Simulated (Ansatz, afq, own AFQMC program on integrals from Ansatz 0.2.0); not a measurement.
Where AFQMC and coupled cluster stand for HClF, doublet

```xyz
3

Cl    0.0000    0.0000   -1.2813
H     0.0000    0.0000    0.1137
F     0.0000    0.0000    1.1677
```

Connectivity, by distances: Cl ··· F, 1 bridging H.

Basis cc-pVTZ. Only valence electrons are correlated. Ansatz 0.2.0 and our own AFQMC program on the same integrals; the CISD trial comes from CCSD amplitudes, and released means the phaseless constraint is let go. Error bars are statistical, one sigma.

Determinant: UHF, the one that the program's search chose, which needn't be the lowest solution. The geometry is a point of a scan.

No full CI on the walks' own integrals is used here; CCSDT(Q) serves as the reference and is uncertain by about the last step of the cluster series.

Cautions: the search met a lower determinant of the same kind, perhaps of another symmetry (15 meV lower).

```
T1 diagnostic                               : 0.0149
weight of the determinant in the CISD state : 0.876
⟨S²⟩ of the determinant                     : 0.794
size of the correlated space                : 15 electrons in 72 orbitals
```

Reference: CCSDT(Q), correlation energy -13.319 eV. The released energy is read at 0.99 1/Eh, later times being too noisy (meV from the phaseless value at times in 1/Eh: -16 ± 6 at 0.24, -38 ± 5 at 0.51, -24 ± 9 at 0.99, -32 ± 15 at 1.50).

| level | E − E(reference) (kJ/mol) | share of correlation (%) |
| --- | --- | --- |
| HF | 1285.1 | 0.00 |
| MP2 | 112.2 | 91.27 |
| CCSD | 44.1 | 96.57 |
| CCSD(T) | 4.0 | 99.69 |
| CCSDT | 1.9 | 99.85 |
| ph-AFQMC/CISD | 4.0 ± 0.5 | 99.69 |
| released AFQMC | 1.7 ± 0.9 | 99.87 |

A walk keeps the symmetry of its determinant, which the program's search chose and which needn't be the lowest solution, so a lower state of the same spin and another symmetry isn't excluded. Released energies are given only where the last usable release times agree within the noise; a slower fall can still hide under it.
